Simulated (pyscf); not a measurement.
## Four-centre exchange: H₃C–N(CH₃)–SiH₃ + water (H₂O) → H₃C–N(CH₃)–SiH₂–OH + hydrogen (H₂)

Gas phase, singlet surface, charge 0. Bonds broken: Si4–H11, O14–H15. Bonds formed: Si4–O14, H11–H15. Optimised with ωB97X-D3(BJ)/def2-SVP in PySCF.

Transition state (Å):

```xyz
16

C      1.0766    -1.8973     1.0996
N      0.0557    -0.9030     0.8219
C     -1.2083    -1.5023     0.4421
Si     0.3091     0.7791     1.1672
H      0.7954    -2.5524     1.9472
H      1.2398    -2.5503     0.2207
H      2.0314    -1.4143     1.3501
H     -1.0825    -2.1682    -0.4333
H     -1.9407    -0.7265     0.1797
H     -1.6340    -2.1130     1.2618
H     -1.1578     1.1413     0.1921
H     -0.3162     1.4914     2.3162
H      1.7667     0.7052     1.5438
O      0.7002     2.0778    -0.1632
H     -0.3816     1.7535    -0.3331
H      1.3395     1.7998    -0.8362
```

One imaginary mode, 1262i cm⁻¹; descent along it reached the two sides named.

```tsv
bond	change	reactant side (Å)	saddle	product side
Si4–H11	breaks	1.488	1.798	4.1
O14–H15	breaks	0.965	1.142	2.471
Si4–O14	forms	2.9	1.900	1.678
H11–H15	forms	2.6	1.119	0.762
```

Electronic energies relative to the separated reactants (eV):

| level | barrier | reaction energy | reverse barrier |
|---|---|---|---|
| ωB97X-D3(BJ)/def2-TZVP | 1.33 | -0.95 | 2.28 |
| PBE/def2-TZVP | 1.08 | -0.89 | 1.97 |
| r²SCAN/def2-TZVP | 1.15 | -1.00 | 2.15 |
| B3LYP-D3(BJ)/def2-TZVP | 1.32 | -0.96 | 2.28 |
| PBE0-D3(BJ)/def2-TZVP | 1.19 | -0.89 | 2.08 |
| M06-2X/def2-TZVP | 1.32 | -1.07 | 2.38 |
| ωB97M-D3(BJ)/def2-TZVP | 1.29 | -0.95 | 2.23 |
| HF/def2-TZVP | 2.20 | -0.86 | 3.05 |

With ωB97M-D3(BJ)/def2-TZVP energies and thermal terms (ideal gas, 1 atm, RRHO with modes under 100 cm⁻¹ raised to 100, one conformer, R ln 2 for chiral ones without a mode under 150 cm⁻¹), in eV:

| T (K) | ΔH‡ | ΔG‡ | ΔH | ΔG |
|---|---|---|---|---|
| 298 | 1.22 | 1.72 | -1.05 | -0.94 |
| 600 | 1.22 | 2.23 | -1.01 | -0.85 |
| 900 | 1.25 | 2.74 | -0.97 | -0.78 |
| 1200 | 1.28 | 3.23 | -0.94 | -0.72 |

One saddle was located; it need not be the lowest between these sides.
